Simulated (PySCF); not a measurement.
# S2F2 (Difluorodisulfane) at CISD/STO-3G

Aim: the energy change on altering one bond length of S2F2 (Difluorodisulfane) at CISD/STO-3G, from 2 runs. Input form: a Python script.

The results are computed with PySCF 2.14.0.

13 further runs of the same task are left out: 4 that didn't finish, 9 set aside as unsound or not needed.

## Step 1: The molecule

S2F2 has 4 atoms, charge 0, and is taken as a singlet. As SMILES, `FSSF`. Geometry: relaxed at PBE0-D4/def2-TZVP.

Bond lengths: F1–S2 1.631 Å, S2–S3 1.890 Å, S3–F4 1.631 Å. Angles: F1–S2–S3 108.6°, S2–S3–F4 108.6°.

## Step 2: A single-point energy at CISD/STO-3G

Contents of run.py:

```python
from pyscf import gto, ci

mol = gto.Mole()
mol.atom = [
    ('F', (-1.783750, -0.199930, -0.621590)),
    ('S', (-0.467670, 0.764150, -0.632370)),
    ('S', (1.044990, -0.276390, -0.184720)),
    ('F', (1.206410, -0.287820, 1.438680)),
]
mol.max_memory = 1860
mol.verbose = 4
mol.basis = 'sto-3g'
mol.build()

calc0 = mol.RHF()
calc0.conv_tol = 1e-10
calc0.kernel()
if not calc0.converged:
    calc0 = calc0.newton().run(calc0.mo_coeff, calc0.mo_occ)

cisd = ci.CISD(calc0, frozen=12)
cisd.kernel()
e_final = cisd.e_tot
print('E = %.10f Eh' % e_final)
```

Started as:

```console
$ OMP_NUM_THREADS=1 python run.py
```

Log:

```text
PySCF version 2.14.0

[INPUT] num. atoms = 4
[INPUT] num. electrons = 50
[INPUT] charge = 0
[INPUT] spin (= nelec alpha-beta = 2S) = 0
[INPUT] symmetry False subgroup None
[INPUT] Mole.unit = angstrom
[INPUT] Symbol           X                Y                Z      unit          X                Y                Z       unit  Magmom
[INPUT]  1 F     -1.783750000000  -0.199930000000  -0.621590000000 AA   -3.370798974693  -0.377812944084  -1.174634861768 Bohr   0.0
[INPUT]  2 S     -0.467670000000   0.764150000000  -0.632370000000 AA   -0.883768216675   1.444034218086  -1.195006109391 Bohr   0.0
[INPUT]  3 S      1.044990000000  -0.276390000000  -0.184720000000 AA    1.974744902909  -0.522301403569  -0.349070209730 Bohr   0.0
[INPUT]  4 F      1.206410000000  -0.287820000000   1.438680000000 AA    2.279784493937  -0.543900973172   2.718711180889 Bohr   0.0

nuclear repulsion = 230.128319222508
number of shells = 16
number of NR pGTOs = 84
number of NR cGTOs = 28
basis = sto-3g
ecp = {}

******** <class 'pyscf.scf.hf.RHF'> ********
method = RHF
initial guess = minao
damping factor = 0
level_shift factor = 0
DIIS = <class 'pyscf.scf.diis.CDIIS'>
diis_start_cycle = 1
diis_space = 8
diis_damp = 0
SCF conv_tol = 1e-10
SCF conv_tol_grad = None
SCF max_cycles = 50
direct_scf = True
direct_scf_tol = 1e-13
Set gradient conv threshold to 1e-05
Initial guess from minao.
init E= -982.323481029004
  HOMO = -0.288784286116162  LUMO = 0.0535248999212717  gap/eV = 9.31471
cycle= 1 E= -982.202472877823  delta_E= 0.121  |g|= 0.433  |ddm|= 3.17
  HOMO = -0.265623518442371  LUMO = 0.303213971076432  gap/eV = 15.47886
cycle= 2 E= -982.32395145533  delta_E= -0.121  |g|= 0.117  |ddm|= 1.19
  HOMO = -0.279517642419871  LUMO = 0.349926069593097  gap/eV = 17.12804
cycle= 3 E= -982.330991733093  delta_E= -0.00704  |g|= 0.0305  |ddm|= 0.221
  HOMO = -0.282719708004803  LUMO = 0.354305486310203  gap/eV = 17.33434
cycle= 4 E= -982.331900924006  delta_E= -0.000909  |g|= 0.00222  |ddm|= 0.123
  HOMO = -0.282175336854662  LUMO = 0.353279744781222  gap/eV = 17.29161
cycle= 5 E= -982.331905167885  delta_E= -4.24e-06  |g|= 0.000404  |ddm|= 0.00792
  HOMO = -0.282298275407353  LUMO = 0.353362596755727  gap/eV = 17.29721
cycle= 6 E= -982.331905332079  delta_E= -1.64e-07  |g|= 0.00011  |ddm|= 0.00162
  HOMO = -0.282269039841427  LUMO = 0.353332890142119  gap/eV = 17.29561
cycle= 7 E= -982.33190534762  delta_E= -1.55e-08  |g|= 2.35e-05  |ddm|= 0.000577
  HOMO = -0.282276322835021  LUMO = 0.353346370960016  gap/eV = 17.29617
cycle= 8 E= -982.331905348323  delta_E= -7.03e-10  |g|= 7.72e-06  |ddm|= 9.99e-05
  HOMO = -0.282274684711897  LUMO = 0.353344672317198  gap/eV = 17.29608
cycle= 9 E= -982.331905348402  delta_E= -7.87e-11  |g|= 1.51e-06  |ddm|= 3.81e-05
  HOMO = -0.282274855502285  LUMO = 0.353344866074208  gap/eV = 17.29609
Extra cycle  E= -982.331905348405  delta_E= -3.18e-12  |g|= 7.81e-07  |ddm|= 3.54e-06
converged SCF energy = -982.331905348405

******** <class 'pyscf.ci.cisd.RCISD'> ********
CISD nocc = 13, nmo = 16
frozen orbitals 12
max_cycle = 50
direct = 0
conv_tol = 1e-09
max_cycle = 50
max_space = 12
lindep = 0
nroots = 1
Init t2, MP2 energy = -0.0770542748348078
RCISD converged
E(RCISD) = -982.4342831197877  E_corr = -0.1023777713829982
E = -982.4342831198 Eh
```

Run time: 0.84 s. Hardware: 1 thread of Arm Neoverse V1, shared host; peak memory 0.12 GiB.

## Step 3: The distorted shape at the same level

Contents of job.py:

```python
from pyscf import gto, scf, ci

mol = gto.M(
    atom='F -2.540109 0.320360 -0.845423; S -1.224029 1.284440 -0.856203; S 1.044990 -0.276390 -0.184720; F 1.206410 -0.287820 1.438680',
    spin=0,
    basis='sto-3g',
    verbose=3,
    charge=0,
    max_memory=1860,
)

calc0 = scf.RHF(mol)
calc0.conv_tol = 1e-10
calc0.kernel()
if not calc0.converged:
    calc0 = calc0.newton().run(calc0.mo_coeff, calc0.mo_occ)

cisd = ci.CISD(calc0, frozen=12)
cisd.kernel()
etot = cisd.e_tot
print('E(%s) = %.9f' % ('CISD', etot))
```

Started as:

```console
$ OMP_NUM_THREADS=1 python job.py
```

Log:

```text
converged SCF energy = -982.228037248179
E(RCISD) = -982.3872348319024  E_corr = -0.1591975837232732
E(CISD) = -982.387234832
```

Wall time 0.75 s (1 thread of Arm Neoverse V1, shared host); peak memory 0.1 GiB.

## Step 4: Summary of results

At CISD/STO-3G, 12 core orbitals frozen:

```
                                                         quantity          value
                                        first shape: total energy  -982.43428 Eh
                first shape: dipole moment (Hartree–Fock density)         0.46 D
                 first shape: HOMO energy (Hartree–Fock orbitals)       -7.68 eV
                 first shape: LUMO energy (Hartree–Fock orbitals)        9.62 eV
               first shape: HOMO–LUMO gap (Hartree–Fock orbitals)       17.30 eV
        first shape: correlation energy (12 core orbitals frozen)     -102.4 mEh
                                    distorted shape: total energy  -982.38723 Eh
            distorted shape: dipole moment (Hartree–Fock density)         0.59 D
             distorted shape: HOMO energy (Hartree–Fock orbitals)       -6.16 eV
             distorted shape: LUMO energy (Hartree–Fock orbitals)        2.28 eV
           distorted shape: HOMO–LUMO gap (Hartree–Fock orbitals)        8.44 eV
    distorted shape: correlation energy (12 core orbitals frozen)     -159.2 mEh
energy change with the S2–S3 bond stretched from 1.890 to 2.835 Å       1.280 eV
```

In words: With the S2–S3 bond stretched from 1.890 to 2.835 Å the energy rises by 1.28 eV (30 kcal/mol). The first shape isn't relaxed at this level, so the change isn't measured from a minimum. A restricted reference can't describe the breaking bond well at this length. The minimal basis adds a large error of its own. Mulliken charges (first shape) of the mean-field density run from -0.20 on F1 to +0.20 on S2.
